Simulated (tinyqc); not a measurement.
Stretching all distances: RHF, UHF, MP2, CISD and CCSD against full CI in the sto-3g basis, for LiH, spin multiplicity 1. Computed by the program tinyqc with PySCF. All coordinates are multiplied by the scale. c0^2 is the weight of the RHF determinant in the lowest singlet FCI state (UHF is spin-contaminated and may lie near states of higher spin) and n(LUMO) the first natural occupation beyond the occupied space.

Geometry (angstrom):

| atom | x | y | z |
|---|---|---|---|
| Li | 0.0000 | 0.0000 | 0.0000 |
| H | 0.0000 | 0.0000 | 1.4240 |

Full CI energy (hartree) and errors against it (kcal/mol):

| scale | distance 1-2 (angstrom) | E(FCI) | RHF | UHF | MP2 | CISD | CCSD | <S^2> UHF | c0^2 | n(LUMO) |
|---|---|---|---|---|---|---|---|---|---|---|
| 0.960 | 1.367 | -7.87607 | 11.066 | 11.066 | 3.825 | 0.007 | 0.005 | 0.000 | 0.980 | 0.032 |
| 1.100 | 1.566 | -7.88270 | 12.506 | 12.506 | 4.570 | 0.008 | 0.006 | 0.000 | 0.975 | 0.041 |
| 1.230 | 1.752 | -7.87711 | 14.672 | 14.672 | 5.694 | 0.010 | 0.008 | 0.000 | 0.967 | 0.055 |
| 1.370 | 1.951 | -7.86468 | 17.964 | 17.964 | 7.440 | 0.013 | 0.010 | 0.000 | 0.953 | 0.079 |
| 1.500 | 2.136 | -7.85067 | 22.009 | 20.709 | 9.636 | 0.017 | 0.014 | 0.315 | 0.933 | 0.113 |
| 1.640 | 2.335 | -7.83535 | 27.562 | 18.893 | 12.703 | 0.023 | 0.019 | 0.628 | 0.900 | 0.167 |
| 1.780 | 2.535 | -7.82146 | 34.465 | 15.062 | 16.529 | 0.031 | 0.027 | 0.782 | 0.855 | 0.240 |
| 1.910 | 2.720 | -7.81069 | 42.064 | 11.325 | 20.661 | 0.041 | 0.036 | 0.862 | 0.803 | 0.325 |
| 2.050 | 2.919 | -7.80173 | 51.287 | 7.904 | 25.396 | 0.052 | 0.047 | 0.914 | 0.743 | 0.427 |

What does the comparison show, and why?

UHF parts from RHF first at scale 1.5 of those listed, where <S^2> leaves zero. The weight c0^2 goes from 0.98 to 0.74 and n(LUMO) from 0.03 to 0.43: static correlation grows as the bonds break into open-shell fragments. The spread of the error along the curve, which distorts its shape, is CCSD 0.0, CISD 0.0, UHF 12.8, MP2 21.6, RHF 40.2 kcal/mol.
